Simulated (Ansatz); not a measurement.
Method: PBE0-D4/def2-TZVP (Ansatz, a first-principles code). No frequencies were computed at this level.

Ansatz 0.2 input:
```yaml
crystal:
  periodic: [false, false, false]
  atoms:
    - { symbol: C, position_ang: [-0.717778, -0.01634, 0.007781] }
    - { symbol: C, position_ang: [0.69179, 0.027345, -0.009798] }
    - { symbol: O, position_ang: [1.416501, -0.957554, 0.084828] }
    - { symbol: H, position_ang: [-1.218531, -0.964162, 0.113318] }
    - { symbol: H, position_ang: [-1.308128, 0.877194, -0.079588] }
    - { symbol: H, position_ang: [1.136146, 1.033519, -0.116542] }
basis:
  gaussian: { orbitals: def2-tzvp }
hamiltonian:
  xc: pbe0
  dispersion: d4
relax:
  max_steps: 150
magnetization:
  spin_polarized: true
  initial_magnetization: 1
```

Output:

```
Functional definition: PBE0
643 factors; their error is unknown
mean field evaluation 1: about -4161.0960 eV, gradient 3.0e1 eV
mean field evaluation 2: about -4158.1683 eV, gradient 4.2e1 eV
mean field evaluation 4: about -4164.8411 eV, gradient 1.8e0 eV
mean field evaluation 8: about -4164.8603 eV, gradient 1.1e-1 eV
mean field evaluation 16: about -4164.8596 eV, gradient 9.4e-5 eV
mean field -4164.85962678 eV, -153.0557682408 hartree, gradient 3.6e-5 eV, S^2 0.772729; 2 other end points of the search recorded, 0 dependent functions left out
reference -4164.85964965 eV, -153.0557690815 hartree; 12, 11 occupied and 99, 100 virtual orbitals, 643 factors
relax step   1: F+E_penalty+E_count = -4164.91221382 eV  Δ(F+E_penalty+E_count) = +0.000e0 eV  max|allowed force component| = 3.296e-1 eV/Å  Δτ_max = 0.0000 Å  (53 SCF iters, accepted)
these checks for a lower state are left out or cut short: starts, cluster_reference, orbital_swaps, neighbouring_geometries, increment
643 factors; their error is unknown
mean field evaluation 32: about -4164.8653 eV, gradient 1.6e-5 eV
mean field -4164.86530999 eV, -153.0559770950 hartree, gradient 1.6e-5 eV, S^2 0.772662; 0 other end points of the search recorded, 0 dependent functions left out
reference -4164.86533290 eV, -153.0559779371 hartree; 12, 11 occupied and 99, 100 virtual orbitals, 643 factors
relax step   2: F+E_penalty+E_count = -4164.91788468 eV  Δ(F+E_penalty+E_count) = -5.671e-3 eV  max|allowed force component| = 1.784e-1 eV/Å  Δτ_max = 0.0114 Å  (43 SCF iters, accepted)
these checks for a lower state are left out or cut short: starts, cluster_reference, orbital_swaps, neighbouring_geometries, increment
643 factors; their error is unknown
mean field -4164.86527285 eV, -153.0559757302 hartree, gradient 2.5e-5 eV, S^2 0.772539; 0 other end points of the search recorded, 0 dependent functions left out
reference -4164.86529579 eV, -153.0559765733 hartree; 12, 11 occupied and 99, 100 virtual orbitals, 643 factors
relax step   3: F+E_penalty+E_count = -4164.91784355 eV  Δ(F+E_penalty+E_count) = +4.113e-5 eV  max|allowed force component| = 1.718e-1 eV/Å  Δτ_max = 0.0122 Å  (42 SCF iters, rejected (line search))
these checks for a lower state are left out or cut short: starts, cluster_reference, orbital_swaps, neighbouring_geometries, increment
643 factors; their error is unknown
mean field -4164.86633990 eV, -153.0560149436 hartree, gradient 1.5e-5 eV, S^2 0.772522; 0 other end points of the search recorded, 0 dependent functions left out
reference -4164.86636283 eV, -153.0560157864 hartree; 12, 11 occupied and 99, 100 virtual orbitals, 643 factors
relax step   4: F+E_penalty+E_count = -4164.91891556 eV  Δ(F+E_penalty+E_count) = -1.031e-3 eV  max|allowed force component| = 5.230e-2 eV/Å  Δτ_max = 0.0061 Å  (42 SCF iters, accepted)
these checks for a lower state are left out or cut short: starts, cluster_reference, orbital_swaps, neighbouring_geometries, increment
643 factors; their error is unknown
mean field -4164.86642890 eV, -153.0560182142 hartree, gradient 1.5e-5 eV, S^2 0.772485; 0 other end points of the search recorded, 0 dependent functions left out
reference -4164.86645184 eV, -153.0560190573 hartree; 12, 11 occupied and 99, 100 virtual orbitals, 643 factors
relax step   5: F+E_penalty+E_count = -4164.91900339 eV  Δ(F+E_penalty+E_count) = -8.783e-5 eV  max|allowed force component| = 7.346e-3 eV/Å  Δτ_max = 0.0025 Å  (41 SCF iters, accepted)
643 factors; their error is unknown
mean field evaluation 64: about -4164.8472 eV, gradient 1.9e0 eV
mean field -4164.86642890 eV, -153.0560182142 hartree, gradient 2.6e-5 eV, S^2 0.772485; 3 other end points of the search recorded, 0 dependent functions left out
reference -4164.86645184 eV, -153.0560190573 hartree; 12, 11 occupied and 99, 100 virtual orbitals, 643 factors
Total energy: -4164.91902633 eV, -153.0579511343 hartree
Atom 0 at    -0.722883    -0.017731     0.008741 Å, force     0.005204    -0.002253     0.000007 eV/Å
Atom 1 at     0.696387     0.036305    -0.010435 Å, force    -0.000256    -0.002327     0.000640 eV/Å
Atom 2 at     1.404625    -0.960147     0.086236 Å, force    -0.005383     0.007342    -0.000872 eV/Å
Atom 3 at    -1.214140    -0.977738     0.112999 Å, force    -0.000515    -0.000615     0.000126 eV/Å
Atom 4 at    -1.319367     0.882303    -0.078912 Å, force     0.000321     0.000841    -0.000100 eV/Å
Atom 5 at     1.155378     1.037011    -0.118631 Å, force     0.000629    -0.002988     0.000200 eV/Å
Dipole moment:    -0.469124     0.387581    -0.035748 e Å
```

Cost: roughly 21 core-seconds.
